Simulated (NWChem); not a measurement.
**Correlation energy of propene (C₃H₆)**

```
C
C 1 1.3339
H 2 1.0932 1 121.53
H 2 1.0953 3 116.99 1 180.00
H 1 1.0980 2 118.42 3 0.00
C 1 1.4929 5 116.03 2 180.00
H 6 1.1001 1 111.77 5 180.00
H 6 1.1031 7 108.13 1 -122.62
H 6 1.1031 7 108.13 8 -114.77
```
Charge 0, spin multiplicity 1.

All runs are NWChem calculations. The geometry was optimised at PBE0/def2-SVP, a minimum by its harmonic frequencies.

Basis set: 6-31G*. Each correlation energy counts from its own Hartree-Fock reference.

The correlated methods keep 3 core orbitals frozen. The Pople sets run with spherical d functions. Coupled-cluster values serve here as a point of comparison, not as the truth.

Order these methods by the correlation energy they give, lowest first: MP2, CR-CCSD[T], CCSD, CCSD+T(CCSD).

CCSD+T(CCSD) (-435.1 mHa), CR-CCSD[T] (-432.0 mHa), CCSD (-421.3 mHa), MP2 (-381.7 mHa)
